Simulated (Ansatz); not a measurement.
We consider SiSe2 (Ibam, No. 72), described by LDA (Ansatz, an electronic-structure program, PAW).

Run with plane-wave cutoff 520 eV, 8×8×8 k mesh, Fermi–Dirac smearing 0.01 eV, scalar-relativistic PAW data made under PBE.

Cell (relaxed at this level):

```yaml
crystal:
  lattice:
    - [-3.03974, 4.41102, 2.90352]
    - [3.03974, -4.41102, 2.90352]
    - [3.03974, 4.41102, -2.90352]
  atoms:
    - { symbol: Si, position: [0.75000, 0.75000, 0.00000] }
    - { symbol: Si, position: [0.25000, 0.25000, 0.00000] }
    - { symbol: Se, position: [0.13243, 0.21534, 0.34777] }
    - { symbol: Se, position: [0.86757, 0.78466, 0.65223] }
    - { symbol: Se, position: [0.36757, 0.71534, 0.08291] }
    - { symbol: Se, position: [0.63243, 0.28466, 0.91709] }
```

**Question.** Estimate the band gap, smallest direct gap on the k points sampled and Γ–Γ gap that the calculation returns.

**Answer.** 
- band gap: 1.37 eV (indirect)
- smallest direct gap on the k points sampled: 1.46 eV
- Γ–Γ gap: 2.77 eV

Note: the volume lies 8 % below that of the published cell.

Spin–orbit coupling is not included.

Computed values are for the static lattice.
